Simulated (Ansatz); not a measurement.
Species: C2H2O, net charge 0, singlet state. SMILES: C=C=O
Structure (B3LYP-D3(BJ)/def2-TZVP (Ansatz, a program for electronic structure) minimum search):
```xyz
5

C      0.0091     0.0017    -1.2056
C     -0.0008    -0.0001     0.1027
H      0.0282     0.9401    -1.7377
H     -0.0018    -0.9351    -1.7406
O     -0.0096    -0.0018     1.2620
```
Charge 0, spin multiplicity 1.

Wanted: vertical triplet-singlet gap (E(triplet) - E(singlet); each state is the SCF solution reached for its spin), in kJ/mol. Correlated levels leave the core frozen unless marked. UHF or UKS for open shells. Spin-orbit coupling is left out. No relativistic terms. Basis-set limits of correlation are two-point, X^-3; Hartree-Fock from the larger set. [CCSD(T)-MP2]/basis is that difference in the basis named.

```json
[
 {"level": "HF/aug-cc-pVDZ", "program": "Ansatz", "vertical triplet-singlet gap (kJ/mol)": "282.8"},
 {"level": "HF/aug-cc-pVTZ", "program": "Ansatz", "vertical triplet-singlet gap (kJ/mol)": "281.7"}
]
```

**Question.** Estimate the value at RI-MP2/CBS(aug-cc-pVTZ,aug-cc-pVQZ)+[CCSD(T)-MP2]/aug-cc-pVTZ as computed with Ansatz.

**Answer.** 368.8 kJ/mol
